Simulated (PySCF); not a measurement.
# Molecular orbitals of AlH⁺

PBE0 at R = 1.623 Å; PySCF, no relativity, basis sets Al def2-TZVP, H def2-TZVP. State: ²Σ⁺ (doublet), unpaired electrons σ ↑. Only the outer orbitals are listed, counted within each symmetry.

| spin | orbital | occ. | ε (eV) | on Al (%) | main shells (%) |
| --- | --- | --- | --- | --- | --- |
| α | 4σ | 1 | -18.37 | 63 | 56 Al s, 37 H s |
| α | 5σ | 1 | -14.11 | 77 | 39 Al p, 37 Al s, 23 H s |
| α | 2π | 0 | -8.55 | 100 | 100 Al p |
| α | 2π | 0 | -8.55 | 100 | 100 Al p |
| α | 6σ | 0 | -4.95 | 93 | 52 Al p, 32 Al d, 8 Al s |
| β | 4σ | 1 | -17.19 | 72 | 61 Al s, 28 H s, 9 Al p |
| β | 5σ | 0 | -10.38 | 77 | 38 Al s, 36 Al p, 23 H s |
| β | 2π | 0 | -7.90 | 100 | 99 Al p |
| β | 2π | 0 | -7.90 | 100 | 99 Al p |

Question: Which are the highest filled and the lowest empty level, where do they sit, and how wide is the gap?

Answer: Highest filled α 5σ at -14.11 eV (in %: 39 Al p, 37 Al s, 23 H s); lowest empty β 5σ at -10.38 eV (in %: 38 Al s, 36 Al p, 23 H s); the gap at PBE0 is 3.73 eV.

| Item | Value |
| --- | --- |
| bond order (Mayer) | 0.85 |
| ⟨S²⟩ | 0.760 |
| charge on Al (Mulliken, basis-dependent) | 0.88 |
| charge on Al (Löwdin, basis-dependent) | 0.99 |
| dipole moment (positive dipole points towards H; it is taken about the centre of mass and depends on that origin) | -0.35 D |
| polarisability along the bond | 28.7 bohr³ |
| polarisability across the bond | 24.3 bohr³ |

The state was picked by a PBE0 search and need not be the measured ground state.
